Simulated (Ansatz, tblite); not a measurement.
Spin states of Na₂O, each relaxed with PBE-D4/def2-TZVP in Ansatz. Electronic energies in the gas phase.

The xTB rows come from tblite. HSE06 is defined as in plane-wave codes, on full-range PBE exchange. Correlated methods freeze 3 core orbitals; core or outer-core shells of Na are correlated, in sets that lack core-valence functions. In the quintet geometry the species has come apart into loosely held pieces. The structure comes from a short search, and lower isomers may exist.

Singlet geometry (C2v within 0.1 Å):

```xyz
3

Na    0.644    1.735   -0.602
Na   -0.333   -1.829    0.575
O    -0.311    0.094    0.027
```

Triplet geometry (C2v within 0.1 Å):

```xyz
3

Na   -1.303   -1.624   -0.362
Na    1.531    1.416    0.345
O    -0.227    0.208    0.017
```

Quintet geometry (D∞h within 0.1 Å):

Cartesian coordinates in Å:
```
Na -0.3706 3.1050 0.4220
Na 0.3542 -3.1081 -0.4131
O 0.0164 0.0031 -0.0089
```

⟨S²⟩: triplet 2.00 at PBE0-D4/def2-TZVP (pure 2.00), quintet 6.00 at PBE0-D4/def2-TZVP (pure 6.00).

Run but left out: HF/def2-TZVPP, MP2/def2-TZVPP, CCSD/def2-TZVPP, CCSD(T)/def2-TZVPP (flagged by the program: other roots); GFN1-xTB (tight binding far off the other levels).

Only these spin states were relaxed. The quintet has fallen apart into loose fragments. The triplet has other bonds than the singlet, so the gap mixes isomer and spin. The quintet has other bonds than the singlet, so the gap mixes isomer and spin.

```csv
level,triplet − singlet (kcal/mol),quintet − singlet (kcal/mol),lowest of these,remarks
GFN2-xTB,39.9,216.0,singlet,–
HF/STO-3G,18.8,101.7,singlet,"HOMO above zero (quintet), HOMO above zero (singlet), HOMO above zero (triplet)"
HF/def2-TZVP,-23.2,20.5,triplet,–
PBE-D4/def2-TZVP,27.2,117.4,singlet,–
revPBE-D4/def2-TZVP,24.6,109.5,singlet,–
r2SCAN-D4/def2-TZVP,21.6,111.4,singlet,–
PBE0-D4/def2-TZVP,17.7,100.6,singlet,–
HSE06-D4/def2-TZVP,17.0,100.6,singlet,–
CAM-B3LYP-D4/def2-TZVP,22.8,108.5,singlet,–
ωB97X-V/def2-TZVP,24.8,110.3,singlet,–
ωB97M-V/def2-TZVP,26.2,113.3,singlet,–
RPA@PBE/def2-TZVP,17.3,97.8,singlet,–
MP2/def2-TZVP,38.5,119.6,singlet,–
```

Change of the quintet − singlet gap on mixing in exact exchange, in kcal/mol: PBE to PBE0 (25 % exact exchange) -16.8.

The xTB methods have no term that favours high spin, so they put low spin too low.
